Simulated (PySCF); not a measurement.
## What each rung costs, and what it gives

Saddle point of CH4FS (charge -1), singlet ([CH₃F ([CH3][F]) + HS]⁻ → [CH₄S ([CH3][SH]) + F]⁻; bonds formed: C2–S3; bonds broken: F1–C2), PBE0-D4/def2-TZVPD structure:

```tsv
atom	x (Å)	y (Å)	z (Å)
F1	-2.0827	-0.6453	0.7404
C2	-0.3134	-0.2503	0.1484
S3	1.8258	0.1925	-0.5541
H4	-0.7285	-0.0117	-0.8112
H5	-0.2611	0.4902	0.9224
H6	-0.0476	-1.2669	0.3716
H7	1.6077	1.4913	-0.8176
```

Barriers are electronic and count from the start structure reached by relaxing down the imaginary mode.

PySCF 2.14 with density fitting (its default auxiliary sets; JK sets also for MP2 and CCSD(T)); basis: as named in each row; cores frozen in the correlated methods. B3LYP uses VWN-RPA correlation. Extrapolation: Hartree–Fock as exp(−7.88 √X), correlation as X^−2.97.

Times are rough, for one single point on 4 threads of a shared host (Oxide Virtual Turin-like).

The estimate by CCSD(T) at an estimated basis limit (MP2 extrapolated from triple and quadruple zeta, plus CCSD(T) − MP2 in triple zeta) is 22.76 kcal/mol.

```tsv
method	basis	time (s)	barrier (kcal/mol)	method less estimate
HF	STO-3G	2	73.27	50.51
B3LYP-D4	6-31G	4	24.86	2.11
PBE0-D4	def2-SVP	4	26.64	3.89
MP2	def2-QZVPPD	4	22.37	-0.38
PBE-D4	def2-SVP	5	20.84	-1.91
BHLYP-D4	def2-TZVPPD	6	25.23	2.47
SPW92	def2-TZVPPD	6	13.79	-8.96
PBE0-D4	def2-TZVPPD	7	20.32	-2.44
B3LYP-D4	def2-TZVPPD	7	18.31	-4.44
CCSD(T)	def2-SVP	8	30.38	7.62
PBE-D4	def2-TZVPPD	9	13.35	-9.41
r2SCAN-D4	def2-TZVPPD	15	16.59	-6.16
wB97M-V	def2-TZVPPD	110	22.63	-0.13
CCSD(T)	def2-TZVPPD	200	22.56	-0.19
```

All methods are single points on the PBE0-D4 structures.

The T1 diagnostic stays at or below 0.020.

Labels in which every atom is bracketed show which atoms are joined, not bond orders.
